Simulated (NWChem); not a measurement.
# C4H9F (SMILES CC(C)CF) at 3 levels

Wanted: a comparison of 3 runs (HF/cc-pVDZ, HF/def2-SVP, PBE0/def2-SVP) of C4H9F. 

The calculation is run with NWChem 7.3.0.

### 1 The molecule

C4H9F has 14 atoms, charge 0, and is taken as a singlet. SMILES: `CC(C)CF`. Geometry: relaxed at PBE0-D4/def2-TZVP. This is one conformer, not always the lowest.

Bond lengths: C1–C2 1.522 Å, C2–C3 1.522 Å, C2–C4 1.513 Å, C4–F5 1.388 Å, C1–H6 1.092 Å, C1–H7 1.092 Å, C1–H8 1.093 Å, C2–H9 1.099 Å, C3–H10 1.092 Å, C3–H11 1.093 Å, C3–H12 1.092 Å, C4–H13 1.095 Å, C4–H14 1.095 Å. Some angles: C1–C2–C3 111.7°, C1–C2–C4 111.3°, C3–C2–C4 111.3°, C2–C4–F5 110.8°, C1–C2–H9 108.5°, C3–C2–H9 108.6°, C4–C2–H9 105.2°, C2–C1–H6 110.6°, C2–C1–H7 110.9°, C2–C1–H8 111.5°.

### 2 Energy and gradient at HF/cc-pVDZ (run 1)

Input file struct.nw:

```
start struct
title "C4H9F gradient"
memory stack 880 mb heap 220 mb global 1100 mb

geometry noautosym nocenter noautoz
C       -0.971900       0.857200       0.660800
C       -0.158900      -0.337200       0.181800
C        1.296600      -0.236700       0.615500
C       -0.274300      -0.514400      -1.316500
F        0.244100       0.585900      -1.984200
H       -0.592600       1.782100       0.220300
H       -0.915900       0.955100       1.747300
H       -2.025300       0.760800       0.384900
H       -0.590500      -1.249900       0.614700
H        1.770100       0.642200       0.172100
H        1.867300      -1.117000       0.308200
H        1.373500      -0.147700       1.701400
H        0.285300      -1.392700      -1.654600
H       -1.320500      -0.616800      -1.622700
end

basis spherical bse
C library cc-pVDZ
F library cc-pVDZ
H library cc-pVDZ
end

scf
thresh 1e-08
maxiter 80
end

task scf gradient
```

The run is started by

```
nwchem struct.nw > struct.out
```

Log:

```text
[...]
  functions       =   115
[...]
  wavefunction    = RHF
[...]
         Total SCF energy =   -256.165816280839
      One-electron energy =   -734.561637063829
      Two-electron energy =    284.461097208053
 Nuclear repulsion energy =    193.934723574937
        Time for solution =     43.9s
[...]
                         RHF ENERGY GRADIENTS
    atom               coordinates                        gradient
                 x          y          z           x          y          z
   1 C      -1.836625   1.619873   1.248731    0.001829  -0.004132  -0.001660
   2 C      -0.300277  -0.637216   0.343552    0.001578   0.003079   0.000385
   3 C       2.450219  -0.447298   1.163126   -0.004453  -0.001071  -0.001493
   4 C      -0.518352  -0.972075  -2.487824   -0.000297  -0.000839   0.007784
   5 F       0.461282   1.107190  -3.749594    0.002765   0.005883  -0.004526
   6 H      -1.119852   3.367681   0.416307    0.000464   0.000321   0.000000
   7 H      -1.730800   1.804877   3.301918    0.000454   0.000073   0.000082
   8 H      -3.827262   1.437704   0.727356   -0.000087  -0.000037  -0.000245
   9 H      -1.115883  -2.361969   1.161615   -0.000405  -0.000826   0.000024
  10 H       3.345004   1.213582   0.325222   -0.000046   0.000547   0.000009
  11 H       3.528685  -2.110824   0.582414    0.000003  -0.000091  -0.000243
[...]
```

It took 52 s on 1 thread of Intel Xeon Platinum 8252C at 3.80GHz (Skylake/Cascade Lake), shared host; peak memory 0.1 GiB.

### 3 Energy and gradient at HF/def2-SVP (run 2)

Input file c4h9f.nw:

```
start c4h9f
title "C4H9F"
memory total 2200 mb
geometry units angstrom noautosym nocenter noautoz
  C     -0.971900     0.857200     0.660800
  C     -0.158900    -0.337200     0.181800
  C      1.296600    -0.236700     0.615500
  C     -0.274300    -0.514400    -1.316500
  F      0.244100     0.585900    -1.984200
  H     -0.592600     1.782100     0.220300
  H     -0.915900     0.955100     1.747300
  H     -2.025300     0.760800     0.384900
  H     -0.590500    -1.249900     0.614700
  H      1.770100     0.642200     0.172100
  H      1.867300    -1.117000     0.308200
  H      1.373500    -0.147700     1.701400
  H      0.285300    -1.392700    -1.654600
  H     -1.320500    -0.616800    -1.622700
end
basis "ao basis" spherical bse
  C library def2-SVP
  F library def2-SVP
  H library def2-SVP
end
scf
  thresh 1e-08
  maxiter 80
end
task scf gradient
```

The run is started by

```
nwchem c4h9f.nw > c4h9f.out
```

Log:

```text
[...]
  functions       =   115
[...]
  wavefunction    = RHF
[...]
         Total SCF energy =   -255.959366276634
      One-electron energy =   -734.194213978938
      Two-electron energy =    284.300124127367
 Nuclear repulsion energy =    193.934723574937
        Time for solution =     23.4s
[...]
                         RHF ENERGY GRADIENTS
    atom               coordinates                        gradient
                 x          y          z           x          y          z
   1 C      -1.836625   1.619873   1.248731    0.002054  -0.003965  -0.001693
   2 C      -0.300277  -0.637216   0.343552    0.001457   0.002818   0.000570
   3 C       2.450219  -0.447298   1.163126   -0.004463  -0.000790  -0.001520
   4 C      -0.518352  -0.972075  -2.487824   -0.003061  -0.006707   0.011466
   5 F       0.461282   1.107190  -3.749594    0.005512   0.011712  -0.008031
   6 H      -1.119852   3.367681   0.416307    0.000691   0.000696  -0.000376
   7 H      -1.730800   1.804877   3.301918    0.000569   0.000031   0.000582
   8 H      -3.827262   1.437704   0.727356   -0.000550  -0.000181  -0.000454
   9 H      -1.115883  -2.361969   1.161615   -0.000692  -0.001431   0.000271
  10 H       3.345004   1.213582   0.325222    0.000094   0.000964  -0.000366
  11 H       3.528685  -2.110824   0.582414    0.000171  -0.000540  -0.000464
[...]
```

Wall time 28 s (1 thread of Intel Xeon Platinum 8252C at 3.80GHz (Skylake/Cascade Lake), shared host); peak memory 0.1 GiB.

### 4 Energy and forces at PBE0/def2-SVP (run 3)

Input file c4h9f.nw:

```
start c4h9f
title "C4H9F"
memory total 2200 mb

geometry units angstroms noautosym nocenter noautoz
 C    -0.971900    0.857200    0.660800
 C    -0.158900   -0.337200    0.181800
 C     1.296600   -0.236700    0.615500
 C    -0.274300   -0.514400   -1.316500
 F     0.244100    0.585900   -1.984200
 H    -0.592600    1.782100    0.220300
 H    -0.915900    0.955100    1.747300
 H    -2.025300    0.760800    0.384900
 H    -0.590500   -1.249900    0.614700
 H     1.770100    0.642200    0.172100
 H     1.867300   -1.117000    0.308200
 H     1.373500   -0.147700    1.701400
 H     0.285300   -1.392700   -1.654600
 H    -1.320500   -0.616800   -1.622700
end

basis spherical bse
 * library def2-SVP
end

dft
 xc pbe0
 grid fine
 convergence energy 1e-08
 maxiter 100
 mulliken
 print medium
end

task dft gradient
```

The run is started by

```
nwchem c4h9f.nw > c4h9f.out
```

Log (excerpt; [...] marks lines left out):

```text
[...]
          Wavefunction type:  closed shell.
          No. of atoms     :    14
          No. of electrons :    42
[...]
          Charge           :     0
          Spin multiplicity:     1
[...]
          AO basis - number of functions:   115
[...]
              XC Information
              --------------
                         PBE0 Method XC Functional
                     Hartree-Fock (Exact) Exchange  0.250
          PerdewBurkeErnzerhof Exchange Functional  0.750
            Perdew 1991 LDA Correlation Functional  1.000 local
           PerdewBurkeErnz. Correlation Functional  1.000 non-local
[...]
 d= 0,ls=0.0,diis     1   -257.1457733523 -4.51D+02  8.57D-03  5.05D-01     3.9
[...]
 d= 0,ls=0.0,diis     8   -257.2052676988  7.22D-09  3.51D-06  2.92D-07    27.4
         Total DFT energy =     -257.205267698796
      One electron energy =     -734.692203265578
           Coulomb energy =      318.797469153232
    Exchange-Corr. energy =      -35.245257161387
 Nuclear repulsion energy =      193.934723574937
[...]
      Total Density - Mulliken Population Analysis
     ---------------------------------------------
[...]
  wavefunction    = closed shell
                         DFT ENERGY GRADIENTS
    atom               coordinates                        gradient
                 x          y          z           x          y          z
   1 C      -1.836625   1.619873   1.248731   -0.001959   0.003575   0.000697
   2 C      -0.300277  -0.637216   0.343552   -0.001403  -0.003157   0.002040
   3 C       2.450219  -0.447298   1.163126    0.004014   0.000728   0.000619
   4 C      -0.518352  -0.972075  -2.487824   -0.004964  -0.010296   0.002878
   5 F       0.461282   1.107190  -3.749594    0.001551   0.003337  -0.003587
   6 H      -1.119852   3.367681   0.416307   -0.001896  -0.004553   0.002692
   7 H      -1.730800   1.804877   3.301918    0.000027  -0.000741  -0.005532
   8 H      -3.827262   1.437704   0.727356    0.005364   0.000247   0.001260
   9 H      -1.115883  -2.361969   1.161615    0.001946   0.004140  -0.002270
  10 H       3.345004   1.213582   0.325222   -0.002305  -0.004374   0.002708
  11 H       3.528685  -2.110824   0.582414   -0.003114   0.004329   0.001427
[...]
```

Wall time 35 s (1 thread of Intel Xeon Platinum 8252C at 3.80GHz (Skylake/Cascade Lake), shared host); peak memory 0.13 GiB.

### 5 Overview of the runs

```
run          level  iteration cap  module  energy (Eh)  dipole moment (D)  HOMO energy (eV)  LUMO energy (eV)  wall time
  1     HF/cc-pVDZ             80     scf  -256.165816               1.97            -12.72              4.74       52 s
  2    HF/def2-SVP             80     scf  -255.959366               2.01            -12.85              4.56       28 s
  3  PBE0/def2-SVP            100     dft  -257.205268               1.71             -8.96              1.67       35 s
```

### 6 What came out

```
                       quantity          value
            run 3: total energy  -257.20527 Eh
           run 3: dipole moment         1.71 D
             run 3: HOMO energy       -8.96 eV
             run 3: LUMO energy        1.67 eV
           run 3: HOMO–LUMO gap       10.62 eV
run 3: largest force on an atom     0.606 eV/Å
```

In words: The dipole moment (its size) runs from 1.71 D (PBE0/def2-SVP) to 2.01 D (HF/def2-SVP). The HOMO–LUMO gap runs from 10.62 eV (PBE0/def2-SVP) to 17.46 eV (HF/cc-pVDZ). The two ends differ in method and basis. All runs together took 1.9 min, the longest 52 s.
